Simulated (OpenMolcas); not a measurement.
# Worked example: vertical energy of the triplet above the singlet of LiOH (SMILES [Li][OH])

The species is LiOH (3 atoms), meant as a singlet with charge 0. As SMILES, `[Li][OH]`. Geometry: a GFN2-xTB relaxation, a rough one for these elements and not checked as a minimum.

```xyz
3

Li    0.9461    0.7306    0.5892
O    -0.1358   -0.1062   -0.0847
H    -0.8103   -0.6244   -0.5045
```

Both states at this one shape; open shells run unrestricted unless said. 1 Eh = 27.2114 eV.

```
                                                        level     program  singlet LiOH (Eh)  triplet LiOH (Eh)
                                                    HF/STO-3G  OpenMolcas         -81.762943         -81.705165
                                                M06-2X/STO-3G  OpenMolcas         -82.197864         -82.062374
CCSD(T)/STO-3G, open shells restricted, 1 core orbital frozen  OpenMolcas         -81.854756         -81.738700
```

Q: Work out the vertical gap, second state less first, at each level.

A: 
1. HF/STO-3G: -81.705165 − (-81.762943) = 0.057778 Eh = 1.57 eV.
2. M06-2X/STO-3G: -82.062374 − (-82.197864) = 0.135490 Eh = 3.69 eV.
3. CCSD(T)/STO-3G, open shells restricted: -81.738700 − (-81.854756) = 0.116056 Eh = 3.16 eV.

No measured value is set beside it here; the levels span 1.57 to 3.69 eV. Hartree–Fock favours the state with fewer electron pairs, since it lacks pair correlation. Minimal sets are far from the basis-set limit.
